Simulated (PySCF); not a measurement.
**Level sweep**

Species: C₆H₅F.
Bonds: F1–C2, C2–C3 (aromatic), C3–C4 (aromatic), C4–C5 (aromatic), C5–C6 (aromatic), C6–C7 (aromatic), C2–C7 (aromatic). Hydrogens: H8 on C3; H9 on C4; H10 on C5; H11 on C6; H12 on C7.

PySCF, dipoles from the SCF density, polarisabilities from static response with core orbitals frozen. Isolated species at its PBE0-D3(BJ)/def2-SVP geometry, gas phase.

**Question.** Which levels come closest to the reference values?

**Answer.** 

```tsv
level	μ (D)	error (%)	α (Å³)	error (%)	anisotropy (Å³)
LDA/def2-SVPD	1.394	-12.9	10.30	+1.0	5.93
PBE/def2-SVPD	1.343	-16.1	10.23	+0.3	5.96
B3LYP/def2-SVPD	1.496	-6.5	10.08	-1.2	5.79
PBE0/def2-SVPD	1.481	-7.4	9.98	-2.2	5.69
BHandHLYP/def2-SVPD	1.634	+2.2	9.85	-3.4	5.55
CAM-B3LYP/def2-SVPD	1.561	-2.4	9.98	-2.2	5.68
wB97X-D/def2-SVPD	1.510	-5.6	10.01	-1.9	5.56
LC-wPBE/def2-SVPD	1.547	-3.3	9.78	-4.1	5.52
HF/def2-SVPD	1.739	+8.7	9.70	-4.9	5.23
PBE0/6-31G*	1.269	-20.7	8.14	-20.2	7.34
PBE0/def2-SVP	1.352	-15.5	8.59	-15.8	6.57
PBE0/6-31+G*	1.543	-3.6	9.64	-5.5	5.76
PBE0/aug-cc-pVDZ	1.421	-11.2	10.25	+0.5	5.66
PBE0/def2-TZVP	1.392	-13.0	9.69	-5.0	5.97
```

Reference dipole: 1.600 D (measured, gas; NIST CCCBDB Release 22 (SRD 101), experimental dipoles). Reference polarisability: 10.200 Å³ (measured, gas; NIST CCCBDB Release 22 (SRD 101), experimental polarizabilities). The anisotropy is √(½[(α1 − α2)² + (α2 − α3)² + (α3 − α1)²]). For the dipole, the smallest error is 2.2% (BHandHLYP/def2-SVPD) and the largest 20.7% (PBE0/6-31G*). For the polarisability, the smallest error is 0.3% (PBE/def2-SVPD) and the largest 20.2% (PBE0/6-31G*). The dipole runs from 1.27 D (PBE0/6-31G*) to 1.74 D (HF/def2-SVPD). In one basis (def2-SVPD) the functionals order the polarisability from HF (lowest) to LDA (highest), a spread of 6%. With PBE0 the polarisability is 8.81 Å³ without diffuse functions (mean of 6-31G*, def2-SVP and def2-TZVP) and 9.96 Å³ with them (mean of 6-31+G*, def2-SVPD and aug-cc-pVDZ). Measured values can belong to vibrating molecules; the computed ones are for one fixed geometry.
